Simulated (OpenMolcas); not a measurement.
**Si2H6O (SMILES O[SiH2][SiH3]): methods side by side**

Si2H6O has 9 atoms, charge 0, and is taken as a singlet. SMILES: `O[SiH2][SiH3]`. Geometry: relaxed at PBE0-D4/def2-TZVP. This is one conformer, not always the lowest.

Each level gives the vertical electron affinity (to the doublet anion) (eV). The values are calculated.

The electron affinity is E(neutral) − E(anion): positive where the electron is bound.

| level | kind | program | value (eV) | CPU time (all runs) |
| --- | --- | --- | --- | --- |
| HF/def2-SVPD | Hartree–Fock | OpenMolcas | -1.89 | 66 s |
| SVWN5/def2-SVPD | LDA | OpenMolcas | -0.66 | 2.1 min |
| BLYP/def2-SVPD | GGA | OpenMolcas | -0.96 | 3.4 min |
| M06-L/def2-SVPD | meta-GGA | OpenMolcas | -1.32 | 4.5 min |
| r2SCAN/def2-SVPD | meta-GGA | OpenMolcas | -0.91 | 4 min |
| B3LYP/def2-SVPD | global hybrid | OpenMolcas | -0.93 | 3.3 min |
| M06-2X/def2-SVPD | hybrid meta-GGA | OpenMolcas | -1.05 | 4.5 min |
| PBE0/def2-SVPD | global hybrid | OpenMolcas | -0.96 | 3.2 min |

Where it was recorded, the anion's HOMO is positive in every row: a fault of the level (basis or self-interaction), which says nothing on whether the real anion is bound. The values span -1.89 to -0.66 eV. Negative values mean that the anion is unbound at that level; they are set by how diffuse the basis is and aren't properties of the molecule, whose anion may well be bound. CPU times are rough (shared hosts, several kinds of processor and program).
